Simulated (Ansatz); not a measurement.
Input file:

```yaml
crystal:
  periodic: [false, false, false]
  atoms:
    - {symbol: Ge, position_ang: [0.063350, -0.245277, 1.303932]}
    - {symbol: Si, position_ang: [-0.101524, 1.597342, -0.224293]}
    - {symbol: Ge, position_ang: [-0.024904, -0.413538, -1.218486]}
    - {symbol: H, position_ang: [0.058205, 2.970622, 0.091861]}
basis:
  gaussian: {orbitals: STO-3G, point_charges: [{charge: -0.50, position_ang: [3.974, -0.582, -0.057]}]}
magnetization: {spin_polarized: true, initial_magnetization: 1}
correlation: {method: mp2, electrons: valence}
accuracy: high
```

```sh
$ ansatz run in.yaml --threads 1 --pin off --events-out ev --progress --plain --max-ram 2393MiB
```

**Question.** Roughly how long does this take on 1 thread of Arm Neoverse V2, shared host, and how much host memory?

**Answer.** 9 s wall and 0.23 GiB.

```
693 factors; integrals over basis functions are off by at most 9.7e-9 eV
mean field evaluation 1: about -119444.1047 eV, gradient 9.5e0 eV
mean field evaluation 2: about -119444.1350 eV, gradient 9.5e0 eV
mean field evaluation 4: about -119445.2059 eV, gradient 1.3e0 eV
mean field evaluation 8: about -119445.2746 eV, gradient 2.3e-1 eV
mean field evaluation 16: about -119445.3554 eV, gradient 1.9e-1 eV
mean field evaluation 32: about -119444.9641 eV, gradient 2.6e0 eV
mean field evaluation 64: about -119445.3381 eV, gradient 2.2e-1 eV
mean field evaluation 96: about -119445.2998 eV, gradient 5.7e-1 eV
mean field evaluation 128: about -119445.3720 eV, gradient 1.0e-1 eV
mean field -119445.50055294 eV, -4389.5411822524 hartree, gradient 2.0e-8 eV, S^2 1.220496; 20 other end points of the search recorded, 0 dependent functions left out
23 core orbitals not correlated: weight in the atoms' cores, before any rotation towards them, 0.999 or more for the frozen orbitals, at most 0.000 for the correlated occupied ones
reference -119445.50055294 eV, -4389.5411822524 hartree; 17, 16 occupied and 6, 7 virtual orbitals, 693 factors
second order -2.75868826 eV of doubles, -0.00000000 eV of singles
Total energy: -119448.25924121 eV, -4389.6425621763 hartree
```
